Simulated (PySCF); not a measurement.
Atomization energy of NO, doublet, from cheap to dear

Geometry (MP2(full)/6-31G*, from the G2/97 set):

```xyz
2

N     0.0000    0.0000    0.0000
O     0.0000    0.0000    1.1427
```

Measured, as an electronic atomization energy: 638.9 kJ/mol (G2/97 heats of formation of molecule and atoms, with zero-point and thermal terms from B3LYP taken off; Curtiss et al., J. Chem. Phys. 106, 1063 (1997), Staroverov et al., J. Chem. Phys. 119, 12129 (2003)). The measured value holds scalar relativity and spin–orbit coupling, which all computed ones lack, and core correlation, which the wave-function levels lack. Atoms are taken at the same level, with ROHF references for molecule and atoms in the R rows. PySCF 2.14.0; the 6-31G* set has Cartesian d functions; a miss is computed less measured; times are wall times on shared hosts and scatter by a factor of two or so; they hold the correlated step alone (with one SCF for RCCSD(T)), and functionals start from a converged Hartree–Fock density. B3LYP has the VWN-RPA form, and B2PLYP's MP2 part freezes the cores. A small miss in a small set is a cancellation of the method's error against the basis error.

```tsv
level	basis	miss (kJ/mol)	time of the run	hardware
RHF	STO-3G	-635.9	–	–
RMP2	STO-3G	-324.0	–	–
UCCSD(T)	STO-3G	-296.4	0.08 s	1 CPU thread
PBE	STO-3G	-40.5	0.57 s	1 CPU thread
B2PLYP	STO-3G	-209.1	0.81 s	1 CPU thread
RHF	6-31G	-616.9	–	–
UHF	6-31G	-616.8	0.14 s	1 CPU thread
RMP2	6-31G	-216.8	–	–
UMP2	6-31G	-250.2	–	–
UCCSD(T)	6-31G	-255.7	0.21 s	1 CPU thread
full CI	6-31G	-250.4	6.1 min	1 CPU thread
PBE	6-31G	-58.8	0.76 s	1 CPU thread
r2SCAN	6-31G	-150.5	1.5 s	1 CPU thread
B3LYP	6-31G	-138.6	0.96 s	1 CPU thread
wB97M-V	6-31G	-146.7	4.9 s	1 CPU thread
B2PLYP	6-31G	-174.8	1 s	1 CPU thread
UMP2	cc-pVDZ	-57.7	–	–
RCCSD(T)	cc-pVDZ	-89.5	0.67 s	1 CPU thread
PBE	cc-pVDZ	73.0	1.2 s	1 CPU thread
r2SCAN	cc-pVDZ	-14.7	2.4 s	1 CPU thread
wB97M-V	cc-pVDZ	1.1	5.7 s	1 CPU thread
RMP2	6-31G*	-41.3	–	–
UMP2	6-31G*	-56.5	–	–
RCCSD(T)	6-31G*	-91.9	0.82 s	1 CPU thread
PBE	6-31G*	71.7	1.2 s	1 CPU thread
B3LYP	6-31G*	-2.2	1.5 s	1 CPU thread
B2PLYP	6-31G*	-24.3	1.5 s	1 CPU thread
UHF	cc-pVTZ	-415.1	1.2 s	1 CPU thread
RMP2	cc-pVTZ	11.0	–	–
UMP2	cc-pVTZ	-3.9	–	–
RCCSD(T)	cc-pVTZ	-39.3	12 s	1 CPU thread
UCCSD(T)	cc-pVTZ	-40.5	12 s	1 CPU thread
B3LYP	cc-pVTZ	9.2	3.1 s	1 CPU thread
wB97M-V	cc-pVTZ	8.2	12 s	1 CPU thread
RHF	cc-pVQZ	-406.0	–	–
RMP2	cc-pVQZ	32.9	–	–
UMP2	cc-pVQZ	17.7	–	–
RCCSD(T)	cc-pVQZ	-18.4	2.7 min	1 CPU thread
PBE	cc-pVQZ	82.3	6.9 s	1 CPU thread
r2SCAN	cc-pVQZ	-0.4	17 s	1 CPU thread
```

HF's time is that of a plain UHF run. A dash: the level came out of a higher level's run.

A composite of the best parts (unrestricted reference, at this geometry, which isn't the minimum of the high levels):

| part | kJ/mol |
| --- | --- |
| Hartree–Fock limit (T, Q; exp(−5.46 √X)) | 227.81 |
| CCSD(T) correlation limit (T, Q; X⁻³) | 405.51 |
| CCSDT − CCSD(T) (DZ) | 0.75 |
| sum | 634.1 |
| sum less measured | -4.9 |
